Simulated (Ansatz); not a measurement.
Input file:

```yaml
crystal:
  periodic: [false, false, false]
  atoms:
    - {symbol: Ge, position_ang: [0.000000, -0.030607, 0.269863]}
    - {symbol: C, position_ang: [0.000000, 0.054648, -1.674902]}
    - {symbol: H, position_ang: [0.000000, 1.554553, 0.509831]}
basis:
  gaussian: {orbitals: cc-pVTZ}
magnetization: {spin_polarized: false, initial_magnetization: 1}
correlation: {method: sc_nevpt2, electrons: outside_noble_gas, active_space: {window: {electrons: 9, orbitals: 9}, shells: [{species: C, l: s, shell: 2}, {species: C, l: p, shell: 2}, {species: Ge, l: s, shell: 4}, {species: Ge, l: p, shell: 4}, {species: H, l: s, shell: 1}]}}
```

```sh
$ ansatz run in.yaml --threads 1 --pin off --events-out ev --progress --plain --max-ram 2560MiB --backend cpu
```

Output:

```
1033 factors; integrals over basis functions are off by at most 1.9e-7 eV
mean field evaluation 1: about -57513.7498 eV, gradient 1.0e1 eV
mean field evaluation 2: about -57513.7531 eV, gradient 1.0e1 eV
mean field evaluation 4: about -57514.6136 eV, gradient 3.6e0 eV
mean field evaluation 8: about -57514.9331 eV, gradient 5.3e-1 eV
mean field evaluation 16: about -57515.0026 eV, gradient 7.6e-1 eV
mean field evaluation 32: about -57513.6604 eV, gradient 3.6e0 eV
mean field evaluation 64: about -57514.9406 eV, gradient 3.9e-3 eV
mean field evaluation 96: about -57514.9401 eV, gradient 2.1e-1 eV
mean field evaluation 128: about -57514.9379 eV, gradient 2.5e-1 eV
mean field -57515.61716202 eV, -2113.6599452186 hartree, gradient 2.5e-6 eV, S^2 0.750000; 11 other end points of the search recorded, 0 dependent functions left out
reference -57515.61716202 eV, -2113.6599452186 hartree; 20, 19 occupied and 67, 68 virtual orbitals, 1033 factors
state -57518.27879360 eV, -2113.7577583750 hartree
state -57518.27879360 eV, -2113.7577583750 hartree; corrected -57521.67366687 eV, -2113.8825176667 hartree
Total energy: -57521.67366687 eV, -2113.8825176667 hartree
Checks for a lower state left out: starts, orbital_swaps
```

Natural occupations: 1.9804 1.9472 1.8439 1.8303 1.0057 0.1734 0.1565 0.0333 0.0294.

Ran on 1 thread of AMD EPYC 7R13, shared host: 15 s wall, 0.31 GiB peak host memory.
